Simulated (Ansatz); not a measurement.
Basis-set extrapolation for CH₂BN, SMILES `B1C=N1` (PBE0-D4/def2-TZVP geometry, frozen core, Ansatz). Multiplicity 1, RHF reference.

```json
{"": "HF", "cc-pV(T+d)Z": "-118.157844", "cc-pV(Q+d)Z": "-118.166148"}
{"": "MP2 correlation", "cc-pV(T+d)Z": "-0.433718", "cc-pV(Q+d)Z": "-0.462835"}
{"": "CCSD(T) correlation", "cc-pV(T+d)Z": "-0.471322", "cc-pV(Q+d)Z": "-0.497171"}
```

Energies in hartree. Use E(X) = E(∞) + A·exp(−5.46·√X) for Hartree–Fock and E(X) = E(∞) + B·X^(−3.05) for correlation, with X = 3 and 4.

Task: What is the CCSD(T) energy at the basis-set limit?

Result: HF limit: -118.166148 + (-0.008304) × 0.30130 = -118.16865. Correlation limit: -0.497171 + (-0.025849) × 0.71189 = -0.51557. Total: -118.68422 hartree, 144.5 kJ/mol below CCSD(T)/cc-pV(T+d)Z.
